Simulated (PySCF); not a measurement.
Compound: C4H8O (charge +1 and doublet state).
Z-matrix (Å and degrees, GFN2-xTB geometry), rows numbered from 1:
```
C 
C   1  1.3394
C   2  1.4880  1  122.97
O   3  1.3708  2  112.74  1   174.50
C   4  1.3903  3  120.70  2  -160.37
H   1  1.0794  2  122.75  3     5.39
H   1  1.0786  2  120.92  3  -173.12
H   2  1.0823  1  121.58  3   179.67
H   3  1.1172  2  104.69  1   -66.77
H   3  1.1060  2  112.68  1    45.20
H   5  1.0987  4  108.23  3  -126.79
H   5  1.0921  4  113.80  3    -3.10
H   5  1.1009  4  108.36  3   119.34
```

The hyperfine couplings belong to this conformer and change with its torsions.

As a line formula: `[CH2+][CH]COC` [radical] (charge +1).

Method: PySCF, UKS B3LYP, pcH-1 on C H O, non-relativistic, mean-field spin-orbit, GIAO. One conformer (not necessarily the lowest) at the GFN2-xTB geometry, without solvent, vibrations or thermal averaging. A GFN2-xTB geometry isn't a minimum of the functional, and hyperfine couplings can be far from their values at a DFT geometry, by a factor of two or more for some ions and for spin on atoms past the first row. Stability of the SCF solution: not tested.

Question: Predict the first-order ENDOR lines of H11/H12/H13, H6, H7 and H8 under fast tumbling at B = 337.2 mT (X band).

Answer: ν± = |νn ± a/2|, one line for each electron-spin manifold; νn = |g_N| × 7.62259 MHz/T × B.

```json
{"nuclei": "H11/H12/H13", "isotope": "1H", "g_N": "5.5857", "νn (MHz)": "14.36", "a_iso (MHz)": "60.18", "lower line (MHz)": "15.74", "upper line (MHz)": "44.45"}
{"nuclei": "H6", "isotope": "1H", "g_N": "5.5857", "νn (MHz)": "14.36", "a_iso (MHz)": "-15.13", "lower line (MHz)": "6.79", "upper line (MHz)": "21.92"}
{"nuclei": "H7", "isotope": "1H", "g_N": "5.5857", "νn (MHz)": "14.36", "a_iso (MHz)": "-12.60", "lower line (MHz)": "8.06", "upper line (MHz)": "20.66"}
{"nuclei": "H8", "isotope": "1H", "g_N": "5.5857", "νn (MHz)": "14.36", "a_iso (MHz)": "-7.00", "lower line (MHz)": "10.86", "upper line (MHz)": "17.86"}
```

Question: Which pairs are centred on the nuclear Larmor frequency, and which on half the coupling?

Answer: Centred on νn, since |a| < 2νn: H6, H7 and H8. Centred on |a|/2 and split by 2νn: H11/H12/H13.

Question: At what field would the lower line of H11/H12/H13 fall to zero frequency?

Answer: Where νn = |a|/2, that is B = 30.09 MHz/(5.5857 × 7.62259 MHz/T) = 707 mT, as far as first order holds there.

Couplings of abundant isotopes left out: H9/H10 (251.2 MHz).

Means are taken over nuclei equivalent by connectivity, which assumes that they swap fast. H6 and H7 aren't averaged: C1 is flat or nearly so (angle sum 360°), and its turn about the short C1–C2 bond (1.34 Å) is taken as slow. The three 1H nuclei of mean +60.2 MHz run from -0.5 to 104.9 MHz in the frozen geometry.

The SMILES draws the unpaired electron on C2; the largest computed Mulliken spin population is on O4 (0.35 against 0.14).
